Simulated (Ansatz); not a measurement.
Relaxed structures of BSiNH5, doublet (PBE0-D4/def2-TZVP; forces vanish, vibrations not checked; lower isomers may exist, and structures with a doubtful reference or unclear bonds are left out; Å). Computed with Ansatz 0.2.0 (basis: def2-TZVPP); correlated methods freeze the cores; orbitals are unrestricted.

Problem. Rank them by CCSD(T) energy, lowest first, and give each one's height above the lowest. Links in brackets join atoms within 1.22 times the sum of their covalent radii (1.1 for two metals). (An estimate is asked for; the value comes from the calculation.)
A.
BSiNH₅ ([BH2][N][SiH3])
```
8
angstrom
B -0.5242 0.9985 -0.7789
N -0.0287 -0.1033 -0.2017
Si 0.6356 -1.5263 0.4760
H -0.2258 1.2750 -1.9158
H -1.2719 1.7247 -0.1697
H -0.4404 -2.4783 0.8490
H 1.5014 -2.1340 -0.5698
H 1.4511 -1.2010 1.6727
```
B.
BSiNH₅ ([BH2][NH][SiH2])
```
8
angstrom
B -0.4613 1.0416 -0.7184
N -0.2848 0.2531 0.4277
Si 0.2539 -1.4056 0.4747
H -0.1778 0.5779 -1.7858
H -0.8849 2.1562 -0.6111
H -0.5511 0.6640 1.3125
H 0.9983 -1.6827 -0.7810
H 1.1079 -1.6045 1.6814
```
C.
BSiNH₅ ([NH2][BH][SiH2])
```
8
angstrom
B -0.3002 0.4145 0.4506
N -0.5339 1.1195 -0.7262
Si 0.4736 -1.4042 0.4626
H -0.2948 0.7826 -1.6435
H -0.9618 2.0304 -0.7352
H -0.6289 0.9173 1.4874
H 1.1585 -1.9542 -0.7401
H 1.0716 -1.9458 1.7083
```

Solution. Computed: B (0.00 kcal/mol), C (7.48 kcal/mol), A (15.22 kcal/mol). Heights count from the lowest.

T1 diagnostic: at most 0.026. ⟨S²⟩ of the unrestricted Hartree–Fock references: 0.75 to 0.77 (a pure state has 0.75).

For scale, one of the runs: CCSD(T)/def2-TZVPP, 174 basis functions, launched by `ansatz run in.yaml --threads 2 --pin off --events-out ev --progress --plain --max-ram 4352MiB`. The run took 86 s on 2 CPU threads of an Arm Neoverse V1 (shared host), with 3.6 GiB of host memory at its peak.
